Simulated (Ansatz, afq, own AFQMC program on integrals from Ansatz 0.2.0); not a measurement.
Two steps: Ansatz 0.2.0 writes the Fock matrix and Cholesky factors of the valence space, and afq projects on them the lowest state that overlaps trial and start.

```yaml
crystal:
  periodic: [false, false, false]
  atoms:
    - {symbol: Al, position_ang: [0.000000, 0.000000, 0.696811]}
    - {symbol: N, position_ang: [0.000000, 0.000000, -1.099242]}
    - {symbol: H, position_ang: [0.000000, 0.822256, -1.688737]}
    - {symbol: H, position_ang: [0.000000, -0.822256, -1.688737]}
basis:
  gaussian: {orbitals: cc-pVDZ}
magnetization: {spin_polarized: false}
correlation: {method: ccsd_t, electrons: outside_noble_gas, hamiltonian_folder: ham}
```

```sh
$ ansatz run in.yaml --threads 1 --pin off --events-out ev --progress --plain --max-ram 1382MiB
```

afq runs on the folder ham with

```
--method phaseless --trial hf --walkers 140 --populations 1 --least-time 40 --time-step 0.005 --steps-per-block 20 --equilibration-blocks 112 --max-blocks 600 --target-error 0.00114 --factor-cut 1e-05 --seed 1570 --taylor-order 6
```

Times are imaginary, in 1/Eh. The walk had a cap of 536 s.

Log:

```
orbitals 36  electrons 5 5  factors 276 of 404
reference energy -297.54409255 Eh
CCSD correlation -0.24709012 Eh in 11 cycles, weight of the determinant in the CISD state 0.8765
energy of the start -297.544092 Eh
 block  time / (1/Eh)  mean weight  energy / Eh
     1     0.100  1.0013  -297.609452
     2     0.200  1.0016  -297.647957
     3     0.300  1.0012  -297.671776
     4     0.400  1.0014  -297.701766
     5     0.500  1.0025  -297.727667
    10     1.000  0.9992  -297.793310
    86     8.600  1.0002  -297.797513
   171    17.100  0.9994  -297.802247
   239    23.900  1.0003  -297.849098
   256    25.600  0.9971  -297.827015
   290    29.000  1.0008  -297.762106
   341    34.100  1.0002  -297.782355
   426    42.600  1.0006  -297.801651
   511    51.100  1.0002  -297.775861
   596    59.600  0.9962  -297.762692
   681    68.100  1.0010  -297.823212
   698    69.800  0.9991  -297.798617
blocks merged  error / Eh  count
     1  0.000871  600
     2  0.001146  300
     4  0.001490  150
     8  0.001822  75
    16  0.002173  37
    32  0.002452  18
    64  0.002751  9
energy -297.795020 +/- 0.002452 Eh
(rows thinned)
```

The run passed its tests (sampling time, drift between the halves within three errors, error under three times the target), which doesn't prove that it has relaxed.

Against this walk (error 66.7 meV) on the same determinant: CCSD(T) 73.9 meV lower (within the noise), CCSDT(Q) 107.0 meV lower (within the noise), a separate phaseless walk with a CISD trial and standard settings 117.8 ± 67.5 meV lower (within the noise). The error is statistical and leaves out the bias of the constraint.

Cautions: constraint bias not in the error; error above the target (66.7 against 31.0 meV).

The walk took 2.8 min on 1 thread of Arm Neoverse V2, on a shared host. The log's last line is the phaseless energy.

CCSDT and higher add their correlation energy to the determinant of the CCSD(T) run, since their own runs factorise the integrals more tightly (a shift of under 2 meV). A walk keeps the symmetry of its determinant, which the program's search chose and which needn't be the lowest solution, so a lower state of the same spin and another symmetry isn't excluded.
